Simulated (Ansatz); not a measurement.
Input file:

```yaml
crystal:
  periodic: [false, false, false]
  atoms:
    - {symbol: Al, position_ang: [0.000000, 0.000000, -2.820900]}
    - {symbol: Ga, position_ang: [0.000000, 0.000000, -0.524600]}
    - {symbol: O, position_ang: [0.000000, 0.000000, 1.198800]}
    - {symbol: H, position_ang: [0.000000, 0.000000, 2.146700]}
basis:
  gaussian: {orbitals: cc-pVDZ}
magnetization: {spin_polarized: false, initial_magnetization: 3}
correlation: {method: bccd_t, electrons: outside_noble_gas}
accuracy: high
```

```sh
$ ansatz run in.yaml --threads 1 --pin off --events-out ev --progress --plain --max-ram 2393MiB
```

Roughly how long does this take on 1 thread of Intel Xeon, shared host, and how much host memory?

61 s wall and 0.3 GiB.

```
1256 factors; integrals over basis functions are off by at most 4.4e-9 eV
mean field evaluation 1: about -60964.6973 eV, gradient 3.5e1 eV
mean field evaluation 2: about -60964.7105 eV, gradient 3.5e1 eV
mean field evaluation 4: about -60967.9929 eV, gradient 2.5e0 eV
mean field evaluation 8: about -60968.1655 eV, gradient 2.3e-1 eV
mean field evaluation 16: about -60964.6973 eV, gradient 3.5e1 eV
mean field evaluation 32: about -60963.8834 eV, gradient 1.2e-8 eV
mean field evaluation 64: about -60962.0748 eV, gradient 5.7e0 eV
mean field evaluation 96: about -60960.6066 eV, gradient 2.0e-1 eV
mean field evaluation 128: about -60962.0020 eV, gradient 4.5e-1 eV
mean field evaluation 160: about -60961.8831 eV, gradient 9.4e-3 eV
...
cycle  14  -7.71392068 eV  change    8.4e-8 eV  update   1.8e-7
cycle  15  -7.71392069 eV  change   -6.3e-9 eV  update   7.0e-8
cycle  16  -7.71392071 eV  change   -2.1e-8 eV  update   3.6e-8
cycle  17  -7.71392085 eV  change   -1.4e-7 eV  update   8.3e-8
cycle  18  -7.71392089 eV  change   -4.4e-8 eV  update   2.9e-8
cycle  19  -7.71392089 eV  change   -2.1e-9 eV  update   1.3e-8
cycle  20  -7.71392089 eV  change   9.6e-10 eV  update   6.9e-9
cycle  21  -7.71392089 eV  change    1.0e-9 eV  update   3.3e-9
cycle  22  -7.71392089 eV  change  -4.9e-10 eV  update   1.7e-9
cycle  23  -7.71392089 eV  change  -1.8e-10 eV  update  8.0e-10
perturbative correction -0.25398234 eV, -0.0093336789 hartree
Total energy: -60976.13565814 eV, -2240.8316543274 hartree
```
